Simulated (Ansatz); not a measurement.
Two shapes of singlet C4H8.

Shape 1:

```xyz
12

C     0.0000    0.0000    0.0000
C     0.0000    0.0000    1.3400
C     0.0000    1.1980   -0.9027
C     0.0000    1.1980    2.2427
H     0.0000   -0.9755   -0.4864
H     0.0000   -0.9755    1.8264
H     0.0000    2.1069   -0.3011
H     0.8898    1.1794   -1.5320
H    -0.8898    1.1794   -1.5320
H     0.0000    2.1069    1.6411
H    -0.8898    1.1794    2.8720
H     0.8898    1.1794    2.8720
```

Shape 2:

```xyz
12

C     0.0411    0.0210   -0.0192
C    -0.0328   -0.0295    1.3636
C    -0.0396    1.2009   -0.8724
C    -0.0336    1.2264    2.2190
H    -0.0448   -0.9565   -0.4748
H     0.0018   -0.9812    1.8760
H     0.0368    2.0807   -0.3225
H     0.8703    1.2091   -1.4969
H    -0.8713    1.1353   -1.5172
H     0.0161    2.1496    1.6207
H    -0.9365    1.1970    2.8692
H     0.9275    1.1466    2.8694
```

Basis set: cc-pVDZ (spherical functions). Correlated methods keep 4 orbitals frozen. Charge 0, multiplicity 1.

Computed with Ansatz (development build ahead of 0.2.0); each method stands on the lowest determinant of its kind that the runs found.

Question: Which shape is lower in energy, and by how much in each method?

Answer:

```
 method  E(2) − E(1) (eV)
    RHF             0.461
RHF-MP2             0.355
```

Shape 1 is lower.
